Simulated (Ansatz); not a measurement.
# C4H2: the cost of one run

Method: unrestricted cation, the program's frozen cores in correlated methods; program: Ansatz 0.2.0, Gaussian basis.

Plan: UKS PBE-D4/def2-TZVPP; UKS r2SCAN-D4/def2-TZVPP; UKS PBE0-D4/def2-TZVPP; UKS B3LYP-D4/def2-TZVPP; UKS wB97X-V/def2-TZVPP; UKS wB97M-V/def2-TZVPP; UKS B2PLYP/def2-TZVPP; UHF-CCSD(T)/def2-TZVPP; UHF-MP2/def2-QZVPP; extrapolation to the limit; then −ε(HOMO) from the neutral's earlier runs with LDA (SPW92), PBE-D4, revPBE-D4, BLYP-D4, r2SCAN-D4, B97M-V, PBE0-D4, B3LYP-D4, r2SCANh-D4, r2SCAN0-D4, HSE06-D4, BHLYP-D4, CAM-B3LYP-D4, LC-ωPBE, ωB97X-V, ωB97M-V.

## 1. The geometry

The geometry comes from an earlier relaxation with PBE0-D4 in a triple-zeta def2 set; it is a stationary point.

SMILES `C#CC#C`, 6 atoms, charge 0, spin multiplicity 1.

Atoms are counted from 1 here; the program's logs count them from 0.

Bond lengths: C1–C2 1.205 Å, C1–H5 1.064 Å, C2–C3 1.364 Å, C3–C4 1.205 Å, C4–H6 1.064 Å. Angles: C2–C1–H5 180.0°, C1–C2–C3 180.0°, C2–C3–C4 180.0°, C3–C4–H6 180.0°.

## 2. Cation, UKS PBE-D4/def2-TZVPP

File in.yaml:

```yaml
crystal:
  periodic: [false, false, false]
  atoms:
    - {symbol: C, position_ang: [1.425955, -1.113221, 0.566784]}
    - {symbol: C, position_ang: [0.519943, -0.409271, 0.199984]}
    - {symbol: C, position_ang: [-0.505973, 0.387875, -0.215363]}
    - {symbol: C, position_ang: [-1.411958, 1.091854, -0.582176]}
    - {symbol: H, position_ang: [2.226562, -1.735245, 0.890864]}
    - {symbol: H, position_ang: [-2.212528, 1.713906, -0.906293]}
basis:
  gaussian: {orbitals: def2-TZVPP}
total_charge: 1
magnetization: {spin_polarized: true, initial_magnetization: 1}
hamiltonian: {xc: pbe, dispersion: d4}
```

On the command line:

```sh
$ ansatz run in.yaml --threads 4 --pin off --events-out ev --progress --plain --max-ram 10444MiB
```

What time and memory should one allow on 4 threads of Arm Neoverse V1, shared host?

About 7.5 s, with a peak of 0.26 GiB.
